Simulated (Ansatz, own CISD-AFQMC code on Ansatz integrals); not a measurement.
C2H3Cl, SMILES `C[C]Cl` (triplet; the order of the spin states depends on the level) (charge 0, multiplicity 3). This triplet lies 0.40 eV above the relaxed singlet at the level frozen-core CCSD(T)/cc-pVTZ // B3LYP-D3(BJ)/def2-TZVP (Ansatz); other levels give the other order.

Z-matrix (Å, degrees):
```
C
H 1 1.0915
H 1 1.0977 2 107.82
H 1 1.0977 2 107.82 3 -116.52
C 1 1.4711 2 109.45 4 -121.74
Cl 5 1.6740 1 129.06 2 -180.00
```
Charge 0, spin multiplicity 3.

Frozen-core correlation energies in cc-pVDZ at a geometry from B3LYP-D3(BJ)/def2-TZVP, on an HF energy of -536.89788 Ha (<S^2> = 2.02). Wave-function levels are from Ansatz, the walk from an own CISD-AFQMC code on Ansatz integrals (time step 0.005/Ha, trial state from CCSD amplitudes, largest double 0.02).

```tsv
level	correlation energy (mHa)
MP2	-364.0
CCSD	-404.6
CCSD(T)	-415.3
```

### Question
What correlation energy does phaseless AFQMC give, and where does it lie among these levels?

### Answer
-416.7 ± 0.3 mHa (one standard error). AFQMC minus each level: MP2 -52.6 mHa, CCSD -12.1 mHa, CCSD(T) -1.3 mHa.
